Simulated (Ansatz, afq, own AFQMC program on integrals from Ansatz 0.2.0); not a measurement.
## AFQMC, coupled cluster and functionals along a coordinate of BeBH3, singlet

```yaml
atoms:
  - { symbol: B, position_ang: [0.0000, 0.0000, 0.8223] }
  - { symbol: Be, position_ang: [0.0000, 0.0000, -1.0509] }
  - { symbol: H, position_ang: [0.0000, 1.0032, 1.4842] }
  - { symbol: H, position_ang: [0.0000, -1.0032, 1.4842] }
  - { symbol: H, position_ang: [0.0000, 0.0000, -2.3921] }
```

The B1–Be2 distance is changed with both sides rigid. Energies in eV count from this geometry (1.873 Å) at the same level; the start stands on RHF, each point on the determinant named.

Basis cc-pVDZ. Only valence electrons are correlated. AFQMC by an in-house program on the Cholesky factors that Ansatz 0.2.0 writes for its CCSD(T) run. The CISD trial takes its coefficients from CCSD amplitudes. Released means that phaseless walkers are propagated on without the constraint, phases kept. Uncertainties: one standard error, sampling alone.

Cautions, each for one point or more: (T) is large; cluster runs in doubt by the program's own checks; higher spins were not checked; restricted determinant unstable towards unrestricted; strong correlation.

```
r(B1–Be2) / Å  det.     T1  weight   CCSD     HF  CCSD(T)
        1.496   RHF  0.009    0.91  1.584  1.656    1.580
        2.340   RHF  0.008    0.91  0.680  0.687    0.674
        3.000   RHF  0.014    0.88  2.262  2.446    2.223
        4.175  RHF¶  0.038    0.71  3.732  4.851    3.493
        6.435  RHF¶  0.049    0.52  4.050  6.928    3.426
```

Q: Estimate the curve of CCSDT(Q), counted from the same start.

A: 
```
r(B1–Be2) / Å  det.     T1  weight  CCSDT(Q)  ph-AFQMC/CISD  released AFQMC
        1.496   RHF  0.009    0.91     1.579  1.576 ± 0.009   1.579 ± 0.010
        2.340   RHF  0.008    0.91     0.671  0.683 ± 0.010               –
        3.000   RHF  0.014    0.88     2.207  2.208 ± 0.012  2.236 ± 0.013*
        4.175  RHF¶  0.038    0.71     3.475  3.551 ± 0.022  3.526 ± 0.028*
        6.435  RHF¶  0.049    0.52     3.627  3.667 ± 0.054  3.736 ± 0.052*
```

Weight is that of the determinant in the CISD state; at the start T1 is 0.007 and the weight 0.91. ¶ marks points with a poor determinant and no full CI, where no value is sure; they don't count among the departures. An asterisk marks released energies that aren't shown to be converged. A dash marks a missing value, a released energy that hasn't settled or a functional that sits on another state. Largest departures from CCSDT(Q), at the points where its series has closed: CCSD(T) 0.016 eV at 3.000 (on RHF), ph-AFQMC/CISD 0.013 eV at 2.340 (on RHF) (within the noise), CCSD 0.055 eV at 3.000 (on RHF), HF 0.239 eV at 3.000 (on RHF).

A walk keeps the symmetry of its determinant, which the program's search chose and which needn't be the lowest solution, so a lower state of the same spin and another symmetry isn't excluded.
